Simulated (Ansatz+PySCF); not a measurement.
The numbers below are computed, except where a source is named.
A run of Ansatz (development build ahead of 0.2.0) on doublet C₄H₉ at this shape:

```xyz
13

C     0.0000   -0.1845    0.0000
C    -1.4931    0.0217    0.0000
C     0.7466    0.0217    1.2931
C     0.7466    0.0217   -1.2931
H    -1.7658    1.1549    0.0000
H     0.8829    1.1549    1.5292
H     0.8829    1.1549   -1.5292
H    -1.9645   -0.4223    0.8972
H    -1.9645   -0.4223   -0.8972
H     1.7593   -0.4223    1.2527
H     0.2052   -0.4223    2.1499
H     0.2052   -0.4223   -2.1499
H     1.7593   -0.4223   -1.2527
```

Its results:

```
Converged                                                          : yes
Reference energy                                                   : -156.71570 hartree
Correlation energy                                                 : -0.68776 hartree
Total energy                                                       : -157.40347 hartree
Spin squared of the determinant                                    : 0.750
Stability test                                                     : minimum among restricted orbitals
Occupied orbitals by symmetry in an Abelian subgroup (alpha; beta) : 11 A' 6 A''; 10 A' 6 A''
```

Forces (eV/Å):
```json
{"atom": "C1", "Fx": "0.000", "Fy": "0.398", "Fz": "0.000"}
{"atom": "C2", "Fx": "-0.261", "Fy": "1.044", "Fz": "0.000"}
{"atom": "C3", "Fx": "0.131", "Fy": "1.044", "Fz": "0.226"}
{"atom": "C4", "Fx": "0.131", "Fy": "1.044", "Fz": "-0.226"}
{"atom": "H5", "Fx": "0.432", "Fy": "-1.723", "Fz": "0.000"}
{"atom": "H6", "Fx": "-0.216", "Fy": "-1.723", "Fz": "-0.374"}
{"atom": "H7", "Fx": "-0.216", "Fy": "-1.723", "Fz": "0.374"}
{"atom": "H8", "Fx": "0.239", "Fy": "0.273", "Fz": "-0.435"}
{"atom": "H9", "Fx": "0.239", "Fy": "0.273", "Fz": "0.435"}
{"atom": "H10", "Fx": "-0.496", "Fy": "0.273", "Fz": "0.011"}
{"atom": "H11", "Fx": "0.257", "Fy": "0.273", "Fz": "-0.425"}
{"atom": "H12", "Fx": "0.257", "Fy": "0.273", "Fz": "0.425"}
{"atom": "H13", "Fx": "-0.496", "Fy": "0.273", "Fz": "-0.011"}
```

Task: Which input gives this output? Name the method, the orbitals and the basis set, and write the input.

Result: ROHF-MP2 in cc-pVTZ.

```yaml
crystal:
  periodic: [false, false, false]
  atoms:
    - { symbol: C, position_ang: [0.0, -0.18446, 0.0] }
    - { symbol: C, position_ang: [-1.49314, 0.02171, 0.0] }
    - { symbol: C, position_ang: [0.74657, 0.02172, 1.29309] }
    - { symbol: C, position_ang: [0.74657, 0.02172, -1.29309] }
    - { symbol: H, position_ang: [-1.76582, 1.1549, 0.0] }
    - { symbol: H, position_ang: [0.8829, 1.15491, 1.52925] }
    - { symbol: H, position_ang: [0.8829, 1.15491, -1.52925] }
    - { symbol: H, position_ang: [-1.96448, -0.42227, 0.89724] }
    - { symbol: H, position_ang: [-1.96448, -0.42227, -0.89724] }
    - { symbol: H, position_ang: [1.75928, -0.42225, 1.25267] }
    - { symbol: H, position_ang: [0.20521, -0.42226, 2.14991] }
    - { symbol: H, position_ang: [0.20521, -0.42226, -2.14991] }
    - { symbol: H, position_ang: [1.75928, -0.42225, -1.25267] }
basis:
  gaussian: { orbitals: cc-pVTZ }
magnetization:
  initial_magnetization: 1
hamiltonian:
  xc: hf
correlation:
  method: mp2
  frozen_orbitals: { C: 1, H: 0 }
output:
  forces: true
```
